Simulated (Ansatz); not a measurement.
in.yaml

```yaml
crystal:
  periodic: [false, false, false]
  atoms:
    - {symbol: Al, position_ang: [0.000000, -0.254962, 1.504047]}
    - {symbol: N, position_ang: [0.000000, 0.261928, -3.141815]}
    - {symbol: H, position_ang: [0.000000, 3.185245, 3.397988]}
basis:
  gaussian: {orbitals: def2-SVP}
magnetization: {spin_polarized: false, initial_magnetization: 3}
correlation: {active_space: {ras: {orbitals: [3, 3, 25], electrons: 9, max_holes: 2, max_particles: 2}, fixed_orbitals: true}}
scf: {lower_state_search: off}
```

```sh
$ ansatz run in.yaml --threads 1 --pin off --events-out ev --progress --plain --max-ram 2393MiB
```

Log:

```
these checks for a lower state are left out or cut short: stability, starts, cluster_reference, orbital_swaps, neighbouring_geometries, increment
352 factors; integrals over basis functions are off by at most 4.5e-4 eV
mean field evaluation 1: about -8064.7297 eV, gradient 1.8e1 eV
mean field evaluation 2: about -8064.7310 eV, gradient 1.8e1 eV
mean field evaluation 4: about -8064.9995 eV, gradient 1.8e1 eV
mean field evaluation 8: about -8064.9994 eV, gradient 1.8e1 eV
mean field evaluation 16: about -8067.1845 eV, gradient 7.6e-3 eV
mean field -8067.18450539 eV, -296.4635624390 hartree, gradient 3.0e-6 eV, S^2 3.750000; 0 other end points of the search recorded, 0 dependent functions left out
reference -8067.18450539 eV, -296.4635624390 hartree; 12, 9 occupied and 25, 28 virtual orbitals, 352 factors
state -8073.35828446 eV, -296.6904446352 hartree
Total energy: -8073.35828446 eV, -296.6904446352 hartree
Checks for a lower state left out: stability, starts, cluster_reference, orbital_swaps, neighbouring_geometries, increment
```

Natural occupations: 1.9831 1.9616 1.4309 1.0004 0.9965 0.9965 0.5585 0.0150 0.0133 0.0064 0.0054 0.0038 0.0031 0.0031 0.0028 0.0028 0.0028 0.0025 0.0023 0.0023 0.0020 0.0019 0.0019 0.0004.

Ran on 1 thread of Arm Neoverse V1, shared host: 3 s wall, 0.14 GiB peak host memory.
